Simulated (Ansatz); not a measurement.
Wavefunction ladder for `O[SiH][SiH3]` radical

```xyz
8

O     1.5992   -0.0821   -1.4626
Si    1.2084   -0.0341    0.1474
Si   -1.0903    0.1390    0.5718
H     1.2435    0.6151   -2.0163
H     1.8184   -1.2663    0.7214
H    -1.2798    0.2487    2.0433
H    -1.9009   -1.0044    0.0633
H    -1.5985    1.3841   -0.0682
```

The species carries charge 0 and has multiplicity 2. The geometry is a stationary point of PBE0-D4/def2-TZVP. It is one conformer, not always the lowest. Frozen core, unrestricted reference, Ansatz 0.2.0. CBS rows extrapolate triple and quadruple zeta; past MP2 they add the triple-zeta difference.

| basis | HF (Eh) | MP2 corr. |
| --- | --- | --- |
| def2-SVP | -655.38402 | -0.37177 |
| def2-TZVPP | -655.69470 | -0.47252 |
| def2-QZVPP | -655.71688 | -0.50988 |

**Question.** Estimate the CCSD correlation energy and the (T) correction in each basis where they were run (hartree).

**Answer.** 
```tsv
basis	CCSD corr.	(T)
def2-SVP	-0.41600	-0.00973
def2-TZVPP	-0.51433	-0.01791
CBS(def2)	-0.57936	as TZ
```
